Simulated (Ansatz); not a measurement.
Process, species as SMILES: C=O (CH2-O) + 2 [H][H] (H2) → C (CH4) + O (H2O)
B3LYP-D3(BJ)/def2-TZVP geometries, fixed; electronic energies without zero-point terms.

Basis-set convergence of the energy of full hydrogenation at B2PLYP with Ansatz (a first-principles code). Cartesian d functions, on some or all atoms, in 6-31G*, 6-31G**; all else is spherical. Cores are frozen. No added dispersion term, no relativity. Functions are those of the species that has most. Reference: the value in aug-pcseg-3, -58.83 kcal/mol, itself unsure by roughly 0.03 kcal/mol (its mean distance from aug-cc-pVQZ, def2-QZVPPD, pcseg-3).

```
basis        functions  energy of full hydrogenation (kcal/mol)
-----------  ---------  ---------------------------------------
STO-3G              12                                   -42.17
6-31G               22                                   -53.05
pcseg-0             22                                   -49.26
6-31G*              34                                   -47.54
6-31G**             40                                      ___
6-311G**            48                                   -54.10
6-311+G**           56                                      ___
def2-SVPD           59                                      ___
def2-TZVP           74                                      ___
cc-pVTZ             88                                   -56.58
pcseg-2             88                                   -58.46
def2-TZVPPD        111                                   -58.96
def2-QZVPPD        195                                   -58.83
```

Q: What belongs in the gaps?

A: 
- 6-31G**, energy of full hydrogenation (kcal/mol): -53.09
- 6-311+G**, energy of full hydrogenation (kcal/mol): -57.53
- def2-SVPD, energy of full hydrogenation (kcal/mol): -61.31
- def2-TZVP, energy of full hydrogenation (kcal/mol): -54.77
